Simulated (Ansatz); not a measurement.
Compare A (`NC(N)=CO`) with its isomer B (`NC1NCO1`).

Isolated molecules relaxed with PBE0-D4/def2-TZVP in Ansatz; ΔE leaves out vibrations. CBS: MP2 limit from def2 TZ/QZ plus the TZ coupled-cluster correction, frozen cores. Functionals use def2-TZVPP. B3LYP here is the variant with VWN-RPA as its local correlation; programs differ in this. Each species was taken in one conformer, which may not be the lowest.

(1) Which is lower in electronic energy at CCSD(T)/CBS, and by how much? (An estimate is asked.)

(2) Give E(B) − E(A) in kJ/mol with HF/def2-TZVPP, PBE0-D4, ωB97M-V, CCSD/def2-TZVPP, B3LYP-D4, r2SCAN-D4, B3LYP. (An estimate is asked.)

Largest T1 diagnostic: 0.012.

## Answers

(1) Ansatz gave: A, by 54.9 kJ/mol.

(2) Computed: HF/def2-TZVPP 48.1, PBE0-D4 50.4, ωB97M-V 50.1, CCSD/def2-TZVPP 46.3, B3LYP-D4 65.2, r2SCAN-D4 58.1, B3LYP 65.5. None reverses the order clearly.

From PBE to PBE0 (25 % exact exchange), in def2-TZVPP and without D4, E(B) − E(A) moves by −7.1 kJ/mol.
